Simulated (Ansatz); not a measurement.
The input, for Ansatz 0.2.0:

```yaml
crystal:
  periodic: [false, false, false]
  atoms:
    - {symbol: P, position_ang: [0.000000, 0.000000, 0.000000]}
    - {symbol: H, position_ang: [0.000000, 0.000000, 3.818000]}
basis:
  gaussian: {orbitals: cc-pVTZ}
magnetization: {spin_polarized: true, initial_magnetization: 2}
correlation: {method: ccsdt_q, electrons: outside_noble_gas}
```

```sh
$ ansatz run in.yaml --threads 1 --pin off --events-out ev --progress --plain --max-ram 2816MiB --backend cpu
```

Output:

```
423 factors; integrals over basis functions are off by at most 2.0e-7 eV
mean field evaluation 1: about -9279.2831 eV, gradient 1.0e1 eV
mean field evaluation 2: about -9279.2825 eV, gradient 1.0e1 eV
mean field evaluation 4: about -9282.7725 eV, gradient 6.7e0 eV
mean field evaluation 8: about -9284.9688 eV, gradient 2.3e-1 eV
mean field evaluation 16: about -9280.3375 eV, gradient 1.2e1 eV
mean field evaluation 32: about -9284.1949 eV, gradient 3.3e-1 eV
mean field evaluation 64: about -9284.2203 eV, gradient 1.2e-3 eV
mean field evaluation 96: about -9282.5985 eV, gradient 4.0e-1 eV
mean field evaluation 128: about -9282.1532 eV, gradient 5.1e0 eV
mean field evaluation 160: about -9282.5870 eV, gradient 4.4e-3 eV
...
mean field -9284.96586267 eV, -341.2162018771 hartree, gradient 3.9e-6 eV, S^2 2.995770; 8 other end points of the search recorded, 0 dependent functions left out
determinant -9284.96586267 eV, -341.2162018771 hartree, with singles and doubles -9287.72351209 eV, -341.3175436242 hartree
determinant -9284.22029388 eV, -341.1888027295 hartree, with singles and doubles -9286.97575933 eV, -341.2900642171 hartree
determinant -9284.20004557 eV, -341.1880586178 hartree, with singles and doubles -9286.95640442 eV, -341.2893529373 hartree
determinant -9282.60234769 eV, -341.1293443037 hartree, with singles and doubles -9285.92589733 eV, -341.2514825003 hartree
determinant -9282.59501191 eV, -341.1290747186 hartree, with singles and doubles -9285.92271094 eV, -341.2513654027 hartree
determinant -9282.58699310 eV, -341.1287800331 hartree, with singles and doubles -9285.91098367 eV, -341.2509344335 hartree
5 core orbitals not correlated: weight in the atoms' cores, before any rotation towards them, 1.000 or more for the frozen orbitals, at most 0.000 for the correlated occupied ones
reference -9284.96586267 eV, -341.2162018771 hartree; 4, 2 occupied and 39, 41 virtual orbitals, 423 factors
second order -2.27134280 eV of doubles, -0.00000000 eV of singles
...
cycle  29  -2.87802191 eV  change   -6.4e-8 eV  update   1.5e-6
cycle  30  -2.87802185 eV  change    6.1e-8 eV  update   1.3e-6
cycle  31  -2.87802178 eV  change    6.5e-8 eV  update   1.1e-6
cycle  32  -2.87802153 eV  change    2.6e-7 eV  update   1.2e-6
cycle  33  -2.87802106 eV  change    4.7e-7 eV  update   1.1e-6
cycle  34  -2.87801996 eV  change    1.1e-6 eV  update   1.7e-6
cycle  35  -2.87801910 eV  change    8.6e-7 eV  update   1.7e-6
cycle  36  -2.87801860 eV  change    4.9e-7 eV  update   1.4e-6
cycle  37  -2.87801843 eV  change    1.7e-7 eV  update   8.8e-7
cycle  38  -2.87801832 eV  change    1.1e-7 eV  update   4.9e-7
perturbative correction -0.00370372 eV, -0.0001361092 hartree
Total energy: -9287.84758471 eV, -341.3221032089 hartree
```

The determinant's ⟨S²⟩ is 3.00 against 2.00 for a pure state.

For the same geometry and basis full CI lies 2.0 meV lower. By full CI's occupations no single determinant describes the state well.

Ran on 1 thread of AMD EPYC 7R13, shared host: 15 s wall, 0.27 GiB peak host memory.
